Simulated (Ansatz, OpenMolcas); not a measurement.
A ladder of methods for AlH2Cl (SMILES [H][Al]([H])[Cl])

The species is AlH2Cl (4 atoms), meant as a singlet with charge 0. SMILES: `[H][Al]([H])[Cl]`. Geometry: a GFN2-xTB relaxation, a rough one for these elements and not checked as a minimum.

```csv
atom,x (Å),y (Å),z (Å)
Al,0.0498,0.0829,-0.0022
H,1.5870,0.1095,0.0133
H,-0.6511,1.4514,-0.0195
Cl,-0.9857,-1.6439,0.0084
```

Quantity: the vertical ionisation energy (to the doublet cation), in eV. The values are calculated.

| level | kind | program | value (eV) | less FCI/STO-3G | CPU time (all runs) |
| --- | --- | --- | --- | --- | --- |
| SVWN5/STO-3G | LDA | Ansatz | 8.60 | -0.01 | 1.7 s |
| PBE/STO-3G | GGA | Ansatz | 8.68 | +0.07 | 2.8 s |
| M06-2X/STO-3G | hybrid meta-GGA | OpenMolcas | 9.36 | +0.75 | 11 s |
| HSE06/STO-3G | range-separated hybrid | Ansatz | 9.06 | +0.45 | 3.5 s |
| wB97M-V/STO-3G | range-separated hybrid | Ansatz | 9.29 | +0.68 | 37 s |
| B2PLYP/STO-3G | double hybrid | Ansatz | 9.01 | +0.40 | 3.8 s |
| MP2/STO-3G | perturbation theory | Ansatz | 8.96 | +0.35 | 0.52 s |
| CCSD(T)/STO-3G | coupled cluster or CI | Ansatz | 8.64 | +0.03 | 0.64 s |
| FCI/STO-3G | exact in the basis | Ansatz | 8.61 | 0.00 | 2 s |
| FCI/STO-3G, open shells restricted | exact in the basis | OpenMolcas | 8.61 | 0.00 | 8.8 s |

FCI/STO-3G is exact within its basis and frozen core, so for wave-function methods in that basis the difference is their error; functionals converge differently with the basis, so for them it is only a difference. The values span 8.60 to 9.36 eV. All rows use very small basis sets, so even the best lies far from the true value. CPU times are rough (shared hosts, several kinds of processor): they show what a rung costs within a factor of a few.
